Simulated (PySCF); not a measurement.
# C2H3Cl3 (1,1,2-trichloroethane): the cost of one run

Computed with PySCF 2.14.0, with density-fitted response routines of our own, on a single molecule in the gas phase. Atoms count from 0, in the outputs and in this text.

## 1. The starting structure

8 atoms, charge 0, multiplicity 1; geometry from: GFN2-xTB. The atoms were then displaced at random by about 0.01 Å, so the start is not that level's minimum.

Bonds of the start (Å): Cl0–C1 1.79, C1–C2 1.50, C2–Cl3 1.80, C2–Cl4 1.78, C1–H5 1.09, C1–H6 1.09, C2–H7 1.10.

## 2. Optimising the geometry at PBE0-D3(BJ)/def2-TZVP

The job: settings as JSON, then the geometry in Å.

```
{"job": {"xc": "PBE0", "basis": "def2-TZVP", "d3": "d3bj", "grid": 2, "shake": 0.01, "kind": "geom"}, "charge": 0, "multiplicity": 1}
Cl    -1.451130    -1.450930    -0.648290
C     -0.792970     0.066030     0.024990
C      0.700920     0.044560    -0.114380
Cl     1.462110    -1.219670     0.911990
Cl     1.360840     1.627070     0.375220
H     -1.092360     0.138320     1.070740
H     -1.191340     0.906520    -0.534880
H      1.059070    -0.131040    -1.137850
```

Launch:

```console
OMP_NUM_THREADS=1 python probes_run.py task.json out
```

This one command runs all jobs of the session in turn.

Q: Estimate the wall time and peak memory of this first job on 1 thread of Intel Xeon 6975P-C, shared host.

About 43 s, with a peak of 0.81 GiB.
